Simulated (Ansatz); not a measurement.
Relaxed structures of CH₂LiS, doublet (PBE0-D4/def2-TZVP; forces vanish, vibrations not checked; lower isomers may exist, and structures with a doubtful reference or unclear bonds are left out; Å). Program: Ansatz 0.2.0. Basis: def2-TZVPP. Cores are frozen in the correlated methods; orbitals are unrestricted. The outer core shell of Li, Na, Mg and K is correlated.

**Question.** Rank them by CCSD(T) energy, lowest first, and give each one's height above the lowest. Links in brackets join atoms within 1.22 times the sum of their covalent radii (1.1 for two metals). (An estimate is asked for; the value comes from the calculation.)
A.
CH₂LiS ([Li]1[CH2][S]1)
```
5
angstrom
Li -0.4944 -0.9764 1.3695
S -1.4128 0.3341 -0.0861
C 0.2819 0.1638 -0.2783
H 0.6769 -0.4767 -1.0646
H 0.9484 0.9553 0.0594
```
B.
CH₂LiS ([Li][C][SH2])
```
5
angstrom
Li -1.8640 -0.9325 1.6421
S 0.8164 0.0329 -0.2386
C -0.5336 -0.3314 0.5526
H 0.7798 -0.1271 -1.6290
H 1.0662 1.3958 -0.4391
```
C.
CH₂LiS ([Li]1[CH][SH]1)
```
5
angstrom
Li -0.3757 -1.2878 1.1488
S -1.5944 0.5365 0.2897
C 0.1499 0.3049 0.2866
H -2.0224 0.6375 -0.9992
H 0.6340 0.9566 -0.4433
```

**Answer.** By the calculation: A (0.000 eV), C (1.663 eV), B (4.309 eV). Heights count from the lowest.

T1 diagnostic: at most 0.023. ⟨S²⟩ of the unrestricted Hartree–Fock references: 0.77 (a pure state has 0.75).

For scale, one of the runs: CCSD(T)/def2-TZVPP, 120 basis functions, launched by `ansatz run in.yaml --threads 2 --pin off --events-out ev --progress --plain --max-ram 4352MiB`. Hardware: 2 CPU threads of an Arm Neoverse V1, shared host. Wall time 26 s; peak host memory 1.1 GiB.
